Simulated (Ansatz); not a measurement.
System: hcp Lu. Method: PBEsol in Ansatz (PAW).

Run with plane-wave cutoff 520 eV, 18×18×10 k mesh (along the axes of the cell as run), Fermi–Dirac smearing 0.05 eV, scalar-relativistic PAW data made under PBE.

Starting structure:

```
Lu
1.0
    3.50000     0.00000     0.00000
   -1.75000     3.03109     0.00000
    0.00000     0.00000     5.55000
Lu
2
Direct
  0.66667   0.33333   0.75000
  0.33333   0.66667   0.25000
```

Into what structure does the relaxation of cell and atoms lead at this level, with the symmetry of the start kept?

The volume shrinks by 6.6 %; final space group P6_3/mmc.
```
Lu
1.0
    3.44424     0.00000     0.00000
   -1.72212     2.98280     0.00000
    0.00000     0.00000     5.35065
Lu
2
Cartesian
  1.72212   0.99427   4.01299
  0.00000   1.98853   1.33766
```

Ansatz is an electronic-structure program.
